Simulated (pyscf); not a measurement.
`[CH3][CH3]` + `[OH][Zn][OH]` -> `[CH3][CH2][Zn][OH]` + `[OH2]` (four-centre exchange; singlet surface; C–H, O–Zn broken, C–Zn, H–O formed). Optimised with ωB97X-D3(BJ)/def2-SVP in PySCF. Energies in kcal/mol from the separated reactants.

| level | barrier | reaction energy |
|---|---|---|
| ωB97X-D3(BJ)/def2-TZVP | 35.0 | +14.0 |
| PBE/def2-TZVP | 33.3 | +13.5 |
| PBE0-D3(BJ)/def2-TZVP | 32.5 | +13.0 |
| M06-2X/def2-TZVP | 32.5 | +15.7 |
| ωB97M-D3(BJ)/def2-TZVP | ___ | ___ |
| HF/def2-TZVP | ___ | +19.4 |

Task: Some entries are withheld; supply them.

Result: 
- ωB97M-D3(BJ)/def2-TZVP, barrier: 35.7
- ωB97M-D3(BJ)/def2-TZVP, reaction energy: +13.9
- HF/def2-TZVP, barrier: 50.7

The functionals in the table span 3.2 kcal/mol in this barrier, from M06-2X to ωB97M-D3(BJ)/def2-TZVP. On the product side the descent ends in a bound adduct (not fully relaxed), 13.0 kcal/mol under the separated species and 33.9 kcal/mol under the saddle at ωB97X-D3(BJ)/def2-TZVP. This is the saddle that the search found; another between the same sides may lie lower. Elements up to Kr have no core potential and no relativistic terms here.
